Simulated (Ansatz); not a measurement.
**BHF₂: a ladder of functionals and wavefunction methods**

How much do the methods differ for BHF₂? The plan is to run it at one geometry with functionals of several rungs and with coupled cluster, and see how far each lands from CCSD(T) at the basis-set limit for the atomisation energy.

The runs use Ansatz 0.2.0, Gaussian basis; functionals in def2-TZVPP, the program's frozen cores in correlated methods.

Levels to be run: LDA (SPW92), PBE-D4, revPBE-D4, BLYP-D4, r2SCAN-D4, B97M-V, PBE0-D4, B3LYP-D4, r2SCANh-D4, r2SCAN0-D4, HSE06-D4, BHLYP-D4, CAM-B3LYP-D4, LC-ωPBE, ωB97X-V, ωB97M-V, B2PLYP, PBE-QIDH; CCSD(T)/def2-SVP; CCSD(T)/def2-TZVPP; CCSD(T)/def2-QZVPP; extrapolation to the limit; RPA on PBE.

## (1) Structure used throughout

An earlier PBE0-D4 in a triple-zeta def2 set relaxation fixed the geometry.

4 atoms, charge 0, spin multiplicity 1.

Atoms are counted from 1 here; the program's logs count them from 0.

Bond lengths: F1–B2 1.313 Å, B2–F3 1.313 Å, B2–H4 1.191 Å. Angles: F1–B2–F3 118.1°, F1–B2–H4 121.0°, F3–B2–H4 121.0°.

Geometry (Å):

```tsv
atom	x (Å)	y (Å)	z (Å)
F1	1.1543	0.4569	-0.3619
B2	-0.0019	-0.0310	0.0252
F3	-1.0954	0.5287	-0.4389
H4	-0.0570	-0.9546	0.7756
```

## (2) LDA

This LDA is Slater exchange with PW92 correlation.

in.yaml reads:

```yaml
crystal:
  periodic: [false, false, false]
  atoms:
    - {symbol: F, position_ang: [1.154269, 0.456937, -0.361900]}
    - {symbol: B, position_ang: [-0.001854, -0.031047, 0.025217]}
    - {symbol: F, position_ang: [-1.095412, 0.528685, -0.438931]}
    - {symbol: H, position_ang: [-0.056993, -0.954565, 0.775613]}
basis:
  gaussian: {orbitals: def2-TZVPP}
hamiltonian: {xc: lda}
output: {orbitals: {seedname: orbitals}}
```

Further steps of the session: PBE-D4 (GGA); revPBE-D4 (GGA); BLYP-D4 (GGA); r2SCAN-D4 (meta-GGA); B97M-V (meta-GGA); PBE0-D4 (hybrid); B3LYP-D4 (hybrid); r2SCANh-D4 (hybrid); r2SCAN0-D4 (hybrid); HSE06-D4 (hybrid); BHLYP-D4 (hybrid); CAM-B3LYP-D4 (range-separated); LC-ωPBE-D4 (range-separated); ωB97X-V (range-separated); ωB97M-V (range-separated); B2PLYP (double hybrid); PBE-QIDH (double hybrid); CCSD(T) in def2-SVP; CCSD(T) in def2-TZVPP; CCSD(T) in def2-QZVPP; RPA on PBE orbitals.

**Question.** What will the summary of the whole plan be? Wanted: atomisation energy, CCSD(T)/CBS; farthest beyond LDA; mean size of error, GGA; mean size of error, meta-GGA; mean size of error, hybrid; mean size of error, range-separated; mean size of error, double hybrid; gap, smallest and largest; T1 diagnostic.

**Answer**, as computed:

```
                               quantity                                                                                value
        atomisation energy, CCSD(T)/CBS                                                                       409.5 kcal/mol
functionals within 2.0 kcal/mol (0.5 %)  B97M-V, PBE0-D4, B3LYP-D4, r2SCANh-D4, HSE06-D4, ωB97X-V, ωB97M-V, B2PLYP, PBE-QIDH
                    farthest beyond LDA                                                            BHLYP-D4 (-14.6 kcal/mol)
                mean size of error, GGA                                                                         5.3 kcal/mol
           mean size of error, meta-GGA                                                                         2.2 kcal/mol
             mean size of error, hybrid                                                                         4.2 kcal/mol
    mean size of error, range-separated                                                                         2.3 kcal/mol
      mean size of error, double hybrid                                                                         1.1 kcal/mol
              gap, smallest and largest                                            7.52 eV (LDA (SPW92)), 15.81 eV (LC-ωPBE)
                          T1 diagnostic                                                                               0.0131
triples share of the correlation energy                                                                                2.7 %
```

The LDA atomisation energy is off by 61.6 kcal/mol (15 %): it overbinds. PBE-D4 is off by +9.4 kcal/mol. Double hybrids carry the basis error of their MP2 part in triple zeta, and no dispersion term here, so their miss is partly the set-up's. Taken by rung, double hybrid functionals do best (1.1 kcal/mol on average) and GGA ones worst beyond LDA (5.3 kcal/mol). The reference freezes the cores and leaves out relativity and excitations past (T), so misses under about 2.0 kcal/mol can't be ranked. Hartree-Fock recovers 78 % of the binding; the rest is correlation. CCSD(T) in def2-SVP is off by -14.9 kcal/mol, more than most functionals: a good method in a small basis is no reference. Orbital gaps span 7.5 to 15.8 eV; exact exchange widens them.
